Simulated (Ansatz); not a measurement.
**How methods differ on CH4Si (SMILES C[SiH])**

CH4Si has 6 atoms, charge 0, and is taken as a singlet. SMILES: `C[SiH]`. Geometry: relaxed at PBE0-D4/def2-TZVP.

```xyz
6

C    -0.0935   -0.3660   -0.3703
Si    0.9173    0.2098    1.1223
H    -1.1569   -0.4101   -0.1022
H     0.2150   -1.3356   -0.7630
H    -0.0240    0.3820   -1.1708
H     0.1422    1.5200    1.2840
```

Quantity: the energy change with the C1–H5 bond stretched from 1.098 to 2.196 Å, in eV. The values are calculated.

```
                      level                    kind  program  value (eV)  less FCI/STO-3G
  SVWN5/STO-3G (restricted)                     LDA   Ansatz        5.34            +0.78
 r2SCAN/STO-3G (restricted)                meta-GGA   Ansatz        5.45            +0.89
  BHLYP/STO-3G (restricted)           global hybrid   Ansatz        6.33            +1.77
   PBE0/STO-3G (restricted)           global hybrid   Ansatz        5.82            +1.26
  HSE06/STO-3G (restricted)  range-separated hybrid   Ansatz        5.80            +1.24
wB97M-V/STO-3G (restricted)  range-separated hybrid   Ansatz        5.98            +1.42
    MP2/STO-3G (restricted)     perturbation theory   Ansatz        5.72            +1.16
   CCSD/STO-3G (restricted)   coupled cluster or CI   Ansatz        4.66            +0.10
                 FCI/STO-3G      exact in the basis   Ansatz        4.56             0.00
```

FCI/STO-3G is exact within its basis and frozen core, so for wave-function methods in that basis the difference is their error; functionals converge differently with the basis, so for them it is only a difference. The first shape isn't each level's own minimum. The values span 4.56 to 6.33 eV. All rows use very small basis sets, so none should be taken for the real molecule's value.
